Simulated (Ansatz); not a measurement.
Bond stretch in HF, singlet.

- RMP2 = MP2 on RHF/def2-SVP, frozen core (Ansatz, a first-principles code)
- FCI = full CI/def2-SVP, frozen core in Ansatz

Energies relative to the lowest point of each curve near equilibrium, in kcal/mol:

| R / Å | RMP2 |
|---|---|
| 0.74 | 37.2 |
| 0.86 | 2.9 |
| 0.89 | 0.7 |
| 0.95 | 0.6 |
| 1.14 | 21.5 |
| 1.25 | 38.9 |
| 1.48 | 74.8 |
| 1.85 | 118.9 |
| 2.02 | 132.8 |
| 2.28 | 146.9 |
| 2.75 | 154.5 |
| 3.63 | 129.1 |

**Question.** Estimate the FCI values at these points.

**Answer.** 0.74: 37.3; 0.86: 3.0; 0.89: 0.7; 0.95: 0.6; 1.14: 20.9; 1.25: 37.7; 1.48: 70.9; 1.85: 106.6; 2.02: 115.6; 2.28: 123.2; 2.75: 127.7; 3.63: 128.9 (kcal/mol).

The restricted form behind RMP2 keeps the bonding electrons paired and can't separate into open-shell fragments. The T1 diagnostic of CCSD on the restricted reference of RMP2 exceeds 0.045 at 1.85 to 3.63 Å.
